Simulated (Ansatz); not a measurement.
A geometry relaxed with PBE-D3(BJ)/def2-SVP in Ansatz (a first-principles code), charge 0, multiplicity 2:

```xyz
2

O      0.4948     0.0000     0.0000
H     -0.4948     0.0000     0.0000
```

Problem. Write the SMILES of this molecule.

Solution. `[OH]`
